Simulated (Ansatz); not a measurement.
# SiH+ (triplet): from Hartree-Fock to the top rungs at distance Si1–H2 = 2.108 Å, cc-pVQZ

The task here is to estimate one member of a computed series from the others.

The runs use Ansatz 0.2.0, Gaussian basis; cc-pVQZ, core rule «outside noble gas», up to 5 orbitals frozen.

Plan: UHF; CCSD(T) on ROHF; CCSD(T) on UHF; BCCD(T) on ROHF; CCSDT(Q) on ROHF; CCSDT(Q) on UHF; CASSCF and NEVPT2, 4 electrons in 5 orbitals; Full CI.

17 further runs of the same task are left out: 2 for a known fault of the program, 12 that didn't finish, 3 set aside as unsound or not needed.

**The system**

The geometry derives from a PBE0/def2-TZVP stationary point (not a proven minimum). One bond is set to the value named and the two fragments are kept rigid.

2 atoms, charge 1, spin multiplicity 3.

Atoms are counted from 1 here; the program's logs count them from 0.

No contacts short enough for the rule that draws bonds.

Set-up of the first run:

in.yaml reads:

```yaml
crystal:
  periodic: [false, false, false]
  atoms:
    - {symbol: Si, position_ang: [0.000000, 0.000000, 0.000000]}
    - {symbol: H, position_ang: [0.000000, 0.000000, 2.108000]}
basis:
  gaussian: {orbitals: cc-pVQZ}
total_charge: 1
magnetization: {spin_polarized: true, initial_magnetization: 2}
hamiltonian: {xc: hf}
output: {orbitals: {seedname: orbitals}}
```

Command:

```console
$ ansatz run in.yaml --threads 1 --pin off --events-out ev --progress --plain --max-ram 2393MiB
```

Steps of the session up to this table: UHF; CCSD(T) on ROHF; CCSD(T) on UHF; BCCD(T) on ROHF; CCSDT(Q) on ROHF; CCSDT(Q) on UHF; CASSCF and NEVPT2, 4 electrons in 5 orbitals; Full CI.

One table of the session follows, with a row left open; its other results are not shown here.

It belongs to the step «Misses and costs». 

| method | from FCI (meV) |
| --- | --- |
| ROHF | +2107.0 |
| UHF | +1909.8 |
| RMP2 | +572.9 |
| UMP2 | +573.1 |
| RCCSD | +75.0 |
| UCCSD | +69.4 |
| RCCSD(T) | +17.6 |
| UCCSD(T) | +17.0 |
| BCCD(T) | +18.0 |
| RCCSDT | +1.0 |
| UCCSDT | +0.1 |
| RCCSDT(Q) | 0.0 |
| UCCSDT(Q) | ? |
| CASSCF valence | +1279.1 |
| NEVPT2 valence | +308.3 |
| FCI | 0 |

Estimate the missing values for UCCSDT(Q).

As computed: from FCI (meV): -0.8. In the column «from FCI (meV)» it is the lowest.

To keep in mind: Levels on UHF freeze UHF's core orbitals, full CI those of ROHF, so the U rows can settle a little off it for that reason alone. Restricted and unrestricted rows rest on different reference determinants; where their highest levels disagree by more than a few hundredths of an eV, they describe different states and don't form one ladder.
